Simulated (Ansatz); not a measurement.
C2H (SMILES [C]#C) moved off its minimum; all values from Ansatz (a quantum-chemistry and plane-wave program), cores frozen in correlated methods. Open shells are unrestricted.
(charge 0, multiplicity 2)
```xyz
3

C     -0.02340     0.03155    -0.70700
C     -0.01612    -0.00896     0.44716
H      0.03676     0.00966     1.54636
```

Forces at r2SCAN/def2-TZVPP (eV/Å):

```
atom      Fx      Fy      Fz
----  ------  ------  ------
C1    -0.076   0.153  -5.774
C2     0.182  -0.078   7.099
H3    -0.106  -0.075  -1.325
```

Give the forces (eV/Å), the total energy and the dipole at CCSD(T)/aug-cc-pVTZ.


```
atom      Fx      Fy      Fz
----  ------  ------  ------
C1    -0.085   0.185  -6.785
C2     0.194  -0.107   8.129
H3    -0.109  -0.078  -1.345
```
Energy -76.4636 hartree, dipole 0.79 D.

Doubts at one or more of the structures used: a spin-contaminated determinant (CCSD(T)/aug-cc-pVTZ).
